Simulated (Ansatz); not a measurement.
Relaxation of CH₄NO (7 atoms, charge 1, multiplicity 1), to a largest force component of 0.015 eV/Å in at most 40 steps.

All numbers below come from Ansatz 0.2.0, RKS B3LYP-D4/def2-SVP.

```xyz
7
Properties=species:S:1:pos:R:3
N -0.799 0.098 -0.318
C 0.310 0.340 0.300
O 1.309 -0.430 0.394
H -0.975 -0.777 -0.808
H -1.551 0.778 -0.342
H 0.437 1.299 0.809
H 2.094 -0.127 0.894
```

Problem. Where does it end, and by what steps?

Solution. The run converged. Limits of this set-up: the dipole of an ion depends on the origin. After 5 steps the energy has fallen by 0.122 eV; H4 moved furthest, 0.08 Å.

```csv
step,energy less start (eV),largest force component (eV/Å),accepted
0,0.0000,1.819,yes
1,-0.0857,0.985,yes
2,-0.1206,0.185,yes
3,-0.1206,0.184,no
4,-0.1218,0.018,yes
5,-0.1219,0.002,yes
```

```xyz
7
Properties=species:S:1:pos:R:3
N -0.781 0.102 -0.308
C 0.315 0.387 0.325
O 1.273 -0.470 0.360
H -0.897 -0.798 -0.782
H -1.551 0.770 -0.345
H 0.406 1.362 0.824
H 2.058 -0.173 0.857
```

Whether the end is a true minimum wasn't checked by a vibrational analysis.

The run took 8.7 s on 1 CPU thread of a shared host.
